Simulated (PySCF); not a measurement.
Below is a simulated gas-phase C 1s photoelectron spectrum of `CC(F)(F)C#N` (CH3CF2CN).

Every computed line was given a Gaussian of 0.5 eV full width at half maximum and an area set by the number of equivalent atoms; the highest printed point is 100. Method: PySCF 2.14.0, delta-SCF UKS SCAN, pcX-2 on the ionised atom, pcseg-1 elsewhere, spin-free X2C.

(binding energy (eV), intensity): (291.6, 2), (291.8, 15), (292.0, 61), (292.2, 100), (292.4, 67), (292.6, 20), (292.8, 14), (293.0, 53), (293.2, 98), (293.4, 75), (293.6, 24), (293.8, 3), (294.0, 0), (294.2, 0), (294.4, 0), (294.6, 0), (294.8, 0), (295.0, 0), (295.2, 0), (295.4, 0), (295.6, 0), (295.8, 0), (296.0, 0), (296.2, 0), (296.4, 0), (296.6, 0), (296.8, 1), (297.0, 10), (297.2, 50), (297.4, 97), (297.6, 79), (297.8, 26), (298.0, 4), (298.2, 0)

**Question.** Count the maxima, the lines and the sites behind this envelope.

**Answer.** The curve has 3 maxima (at 292.2, 293.2 and 297.4 eV). Under it lie 3 lines from 3 inequivalent carbon sites.

**Question.** Decompose the envelope and assign each component. Numbering: `[CH3:1][C:2]([F:3])([F:4])[C:5]#[N:6]`.

**Answer.** 
```tsv
position (eV)	relative area	line	atoms	environment
292.21	1	C 1s	C1	methyl carbon
293.24	1	C 1s	C5	nitrile carbon
297.45	1	C 1s	C2	CF2 carbon
```

The listed C 1s values span 5.24 eV, from C1 (bonded to C and 3 H) to C2 (bonded to 2 F and 2 C). The widest gap between neighbouring values is 4.21 eV, between 293.24 and 297.45 eV.

No satellites, vibrations or lifetime broadening are included. Geometry: GFN2-xTB; no solvent, vibrations or thermal averaging.

Hardware: Arm Neoverse V1, one thread, on a shared host. Cost: 24 s wall.
